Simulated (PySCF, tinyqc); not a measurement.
Worked calculation: CCD on RHF in the sto-3g basis, frozen core, for CH2, spin multiplicity 1. The lowest restricted solution is unstable here: a spin-polarised one lies 0.0309 hartree lower (PySCF). One step of it, computed by the program tinyqc.

Task: CCD: starting amplitudes. t_ij^ab = <ij||ab> / (e_i + e_j - e_a - e_b), whose energy is MP2.

orbital energies (hartree): MO1 -11.003397, MO2 -0.784231, MO3 -0.485655, MO4 -0.288581, MO5 0.234792, MO6 0.531823, MO7 0.630228

Two-electron integrals over orbitals (pq|rs), unique and non-zero (hartree); the lowest 1 orbital is frozen and left out:
```
(22|22) 0.535692    (32|22) 0.000677    (32|32) 0.137696    (33|22) 0.497216
(33|32) -0.000401   (33|33) 0.505633    (42|22) 0.016971    (42|32) 0.000052
(42|33) 0.021134    (42|42) 0.080797    (43|22) 0.000201    (43|32) 0.028894
(43|33) -0.000107   (43|42) -0.000244   (43|43) 0.036181    (44|22) 0.496438
(44|32) -0.000156   (44|33) 0.452497    (44|42) -0.088306   (44|43) 0.000419
(44|44) 0.642964    (52|52) 0.091867    (53|52) -0.000170   (53|53) 0.018641
(54|52) -0.040089   (54|53) 0.000122    (54|54) 0.050039    (55|22) 0.542485
(55|32) -0.000066   (55|33) 0.468541    (55|42) -0.052364   (55|43) 0.000345
(55|44) 0.572770    (55|55) 0.672833    (62|22) 0.085341    (62|32) -0.000379
(62|33) 0.025891    (62|42) -0.000080   (62|43) 0.000435    (62|44) 0.068781
(62|55) 0.124171    (62|62) 0.095930    (63|22) -0.001405   (63|32) -0.067581
(63|33) -0.000217   (63|42) 0.000758    (63|43) -0.034480   (63|44) -0.001625
(63|55) -0.002030   (63|62) -0.001544   (63|63) 0.085790    (64|22) 0.039040
(64|32) 0.000928    (64|33) 0.003633    (64|42) -0.016433   (64|43) 0.000147
(64|44) 0.069666    (64|55) 0.061973    (64|62) 0.052063    (64|63) -0.001419
(64|64) 0.041972    (65|52) 0.053349    (65|53) -0.000359   (65|54) -0.010621
(65|65) 0.040645    (66|22) 0.519334    (66|32) -0.002661   (66|33) 0.497127
(66|42) 0.053587    (66|43) -0.001163   (66|44) 0.448100    (66|55) 0.491192
(66|62) 0.061713    (66|63) 0.001673    (66|64) 0.020584    (66|66) 0.555404
(72|22) 0.001213    (72|32) 0.005931    (72|33) 0.000300    (72|42) -0.000220
(72|43) -0.032549   (72|44) 0.001201    (72|55) 0.001875    (72|62) 0.000754
(72|63) 0.045130    (72|64) 0.000844    (72|66) 0.001327    (72|72) 0.055531
(73|22) 0.064469    (73|32) -0.001044   (73|33) 0.025999    (73|42) -0.060311
(73|43) -0.000080   (73|44) 0.119187    (73|55) 0.131070    (73|62) 0.074335
(73|63) -0.000693   (73|64) 0.051483    (73|66) 0.007726    (73|72) 0.001664
(73|73) 0.120247    (74|22) 0.000080    (74|32) -0.071851   (74|33) 0.000325
(74|42) -0.000066   (74|43) 0.002718    (74|44) 0.000718    (74|55) 0.000597
(74|62) 0.000823    (74|63) 0.043106    (74|64) -0.000384   (74|66) 0.001604
(74|72) -0.009402   (74|73) 0.001140    (74|74) 0.063044    (75|52) 0.000774
(75|53) 0.018443    (75|54) -0.000179   (75|65) 0.000254    (75|75) 0.022660
(76|22) 0.000724    (76|32) 0.107833    (76|33) -0.000444   (76|42) 0.000873
(76|43) 0.041654    (76|44) -0.000842   (76|55) -0.000226   (76|62) 0.000326
(76|63) -0.077263   (76|64) 0.000821    (76|66) -0.002085   (76|72) -0.022084
(76|73) -0.001710   (76|74) -0.053087   (76|76) 0.111043    (77|22) 0.509910
(77|32) 0.002899    (77|33) 0.506576    (77|42) -0.014556   (77|43) 0.001187
(77|44) 0.514513    (77|55) 0.520448    (77|62) 0.044804    (77|63) -0.003035
(77|64) 0.018795    (77|66) 0.503739    (77|72) 0.000147    (77|73) 0.067367
(77|74) -0.001251   (77|76) 0.002413    (77|77) 0.548734
```

Give: Starting amplitudes; correlation energy.

Result:

Starting amplitudes (spin orbitals 1a, 1b, ...; amplitudes related by a flip of all spins are not repeated; the 24 largest):
```
from      to          t
3a 3b  7a 7b    -0.0539
4a 4b  5a 5b    -0.0478
2a 2b  5a 5b    -0.0451
3a 3b  6a 6b    -0.0422
2a 2b  6a 6b    -0.0364
4a 4b  7a 7b    -0.0343
2a 3b  6a 7b    -0.0306
3a 4b  6b 7a     0.0266
2a 4b  5a 5b     0.0260
4a 4b  6a 6b    -0.0256
2a 4b  6a 6b    -0.0244
3a 4b  6a 7b    -0.0223
2a 2b  7a 7b    -0.0196
2a 3b  6b 7a     0.0186
3a 3b  5a 5b    -0.0129
2a 3a  6a 7a    -0.0120
3a 4a  6a 7a     0.0043
2a 4b  7a 7b     0.0040
3a 4b  6a 6b     0.0008
2a 3b  6a 6b     0.0007
2a 3b  7a 7b    -0.0007
3a 4b  7a 7b    -0.0006
2a 4b  6b 7a   3.78e-04
2a 4b  6a 7b  -3.68e-04
```

correlation energy = -0.041050 hartree
